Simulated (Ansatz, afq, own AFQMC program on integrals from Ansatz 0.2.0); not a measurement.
## Co, sextet in def2-TZVPP, levels against CCSDT(Q)

A free Co atom.

Basis def2-TZVPP. Noble-gas cores (and the filled d shells of Ga–Kr and In–Xe) are frozen. Ansatz 0.2.0 and our own AFQMC program on the same integrals; the CISD trial comes from CCSD amplitudes, and released means the phaseless constraint is let go. Uncertainties: one standard error, sampling alone. The metal's outer-core s and p shells are frozen, which shifts wave-function levels against functionals.

Determinant: UHF, the one that the program's search chose, which needn't be the lowest solution.

No full CI on the walks' own integrals is used here; CCSDT(Q) serves as the reference and is uncertain by about the last step of the cluster series.

Cautions: no relativity below Rb; outer-core shells of the metal frozen; another spin lies lower (by 3.01 eV); the released energies have errors that jump between times, so the bars are unsure, so no released level is given (meV from the phaseless value at times in 1/Eh: -4 ± 4 at 0.60, -2 ± 3 at 1.20, -292 ± 302 at 2.00, -13 ± 4 at 3.00, -16 ± 10 at 4.20).

```
T1 diagnostic                               : 0.0136
weight of the determinant in the CISD state : 0.954
⟨S²⟩ of the determinant                     : 8.752
size of the correlated space                : 9 electrons in 55 orbitals
```

Reference: CCSDT(Q), correlation energy -5.846 eV.

| level | E − E(reference) (kJ/mol) | share of correlation (%) |
| --- | --- | --- |
| HF | 564.0 | 0.00 |
| MP2 | 14.7 | 97.39 |
| CCSD | 16.1 | 97.15 |
| CCSD(T) | 2.2 | 99.62 |
| CCSDT | 0.2 | 99.96 |
| ph-AFQMC/CISD | 2.5 ± 0.2 | 99.57 |
